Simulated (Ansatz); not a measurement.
**FNO2S: where a starting geometry ends**

The starting geometry of this gas-phase singlet was optimised with GFN2-xTB.

```
atom    x (Å)    y (Å)    z (Å)
   F  -2.3485   0.4278  -1.6220
   N   0.7361  -1.2258  -1.7395
   O   0.1280  -1.9053  -0.8485
   O  -0.1608  -0.3257  -2.0651
   S  -1.3866  -0.8027  -1.0426
```

Predict what it relaxes into with B3LYP-D3(BJ)/6-311G**.

A bond breaks, leaving `O=NOSF`. Contacts that open: O3–S5 (1.88 → 2.39 Å).

The energy falls by 0.52 eV over 9 steps:

| step | E − E(last) (eV) |
| --- | --- |
| 1 | 0.520 |
| 2 | 0.371 |
| 3 | 0.109 |
| 4 | 0.030 |
| 5 | 0.002 |
| 6 | 0.001 |
| 7 | 0.000 |
| 8 | 0.000 |
| 9 | 0.000 |

Final geometry (Å):

```csv
atom,x (Å),y (Å),z (Å)
F,-2.4126,0.5354,-1.6819
N,0.7599,-1.2483,-1.7317
O,0.3978,-2.0245,-0.8812
O,-0.1701,-0.3724,-2.0216
S,-1.6068,-0.7219,-1.0013
```

The end wasn't checked by frequencies. Run with Ansatz 0.2.0, 12 s on 2 threads of Arm Neoverse V1 (shared host).
